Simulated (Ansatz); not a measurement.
Pulling the pair apart

The pair of CH₄ (SMILES C, atoms 1–5) and CH₂O (SMILES C=O, atoms 6–9), both closed shells, in one local arrangement (a lower one may exist), relaxed at PBE0-D4/def2-TZVP:

C1  (0.047, 0.135, -1.535)
H2  (0.142, 0.349, -2.599)
H3  (0.364, -0.891, -1.346)
H4  (-0.995, 0.259, -1.237)
H5  (0.676, 0.821, -0.969)
C6  (-0.062, -0.170, 1.920)
O7  (0.899, 0.404, 2.338)
H8  (-1.037, 0.339, 1.779)
H9  (-0.035, -1.245, 1.649)
(Å)

CH₂O is shifted rigidly along the line between the mean atom positions of the two fragments (negative: closer). Counterpoise interaction energies in kcal/mol. Computed with Ansatz 0.2.0 (basis: def2-TZVPPD); correlated methods freeze the cores.

```csv
shift (Å),wB97M-V,r2SCAN-D4,MP2
-0.35,-0.50,-0.66,-0.38
-0.17,-0.71,-0.85,-0.64
0.00,-0.73,-0.84,-0.70
0.17,-0.67,-0.76,-0.65
0.42,-0.54,-0.60,-0.54
0.87,-0.34,-0.36,-0.33
1.74,-0.13,-0.13,-0.12
3.47,-0.02,-0.02,-0.02
```

Problem. What does CCSD(T) give at these shifts? (An estimate is asked for; the value comes from the calculation.)

Solution. By the calculation: -0.34, -0.62, -0.69, -0.65, -0.53, -0.32, -0.12, -0.02 kcal/mol. For zero shift, CCSD(T) at an estimated basis limit (MP2 extrapolated from triple and quadruple zeta, plus CCSD(T) − MP2 in triple zeta) gives -0.80 kcal/mol. These are counterpoise interaction energies, counted from the two frozen fragments.

The T1 diagnostic stays at or below 0.014.

For scale, one of the runs: CCSD(T)/def2-TZVPPD, 216 basis functions, launched by `ansatz run in.yaml --threads 2 --pin off --events-out ev --progress --plain --max-ram 5222MiB`. The run took 48 s on 2 CPU threads of an AMD EPYC 9R14 (shared host), with 3.3 GiB of host memory at its peak.
